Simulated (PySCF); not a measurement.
Reproducing measurements on disulfur monoxide

**Measured values to compare with.**

NIST CCCBDB Release 22 (SRD 101), experimental dipoles lists, for the gas: dipole moment (microwave Stark effect, vibrational ground state) 1.47 ± 0.02 D.

The runs below try to reproduce these values; the comparison stands at the end.

Compound: disulfur monoxide, S2O.
Atom-mapped SMILES: `[O:1]=[S:2]=[S:3]`

Cartesian coordinates in Å at the GFN2-xTB level; atoms count from 1:
```xyz
3
S2O angstrom
O     -1.3147    0.3296   -0.0030
S     -0.1935   -0.5871   -0.0107
S      1.5197    0.2550    0.0011
```

Runs made with PySCF (gas phase, on this GFN2-xTB geometry; no spin–orbit coupling):

```json
{"level": "PBE0/pcSseg-1", "job": "shieldings, charges and field gradients", "basis functions": "65", "wall time": "4.5 s"}
```

Hardware: an Arm Neoverse N1 with one thread (shared host).

**Comparison with experiment**

**Dipole moment.** Measured: 1.47 D (NIST CCCBDB Release 22 (SRD 101), experimental dipoles).

```csv
level,computed (D),computed − measured (D),% (from the printed values)
PBE0/pcSseg-1,1.63,+0.16,+11
```

The computed dipoles belong to one fixed geometry; measured ones are averaged over vibrations unless marked μe. Magnitudes are compared, not signs.

The geometry is computed, not the measured one. Where a level misses, the cause wasn't examined.
